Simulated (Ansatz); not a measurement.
The same path of C$_{2}$H$_{5}$Si (8 atoms, charge -1, multiplicity 1) was run twice with different band settings. The coordinate that changes most is the dihedral C1–C2–Si3–H8.

Theory: Ansatz 0.2.0, RKS PBE-D4/6-31G*.

Relaxed end points:

```xyz
8
Properties=species:S:1:pos:R:3
C -0.855 -0.222 -1.299
C -0.311 0.730 -0.480
Si 0.490 -0.374 0.749
H -1.427 0.226 -2.172
H -0.324 1.852 -0.510
H 1.259 0.343 1.911
H 1.592 -1.283 0.240
H -0.422 -1.272 1.563
```

```xyz
8
Properties=species:S:1:pos:R:3
C -1.395 0.403 -0.598
C -0.046 0.424 -0.824
Si 0.513 -0.402 0.717
H -1.990 0.876 -1.442
H 0.574 0.814 -1.674
H 0.215 0.308 2.024
H 2.063 -0.588 0.869
H 0.066 -1.836 0.929
```

Common settings: movable images 9; climbing image yes; spring 5.0 eV/Å²; optimiser quadratic models (default); start path through a guess of the saddle point; force threshold 0.05 eV/Å; end points relaxed.

| run | iteration limit |
| --- | --- |
| 1 | 60 |
| 2 | 10 |

Q: What does each run give, and how far can it be trusted?

A: Run 1: converged after 6 iterations, highest image 0.093 eV above the first end. A vibrational analysis at the climbing image gives one clearly imaginary mode, 112i cm⁻¹: a first-order saddle point.
Run 2: converged after 6 iterations, highest image 0.093 eV above the first end. Another band between the same ends (9 images) ends at a top of the same energy, where a vibrational analysis finds 1 clearly imaginary mode.
Limits of this set-up: an anion without diffuse functions, the dipole of an ion depends on the origin.
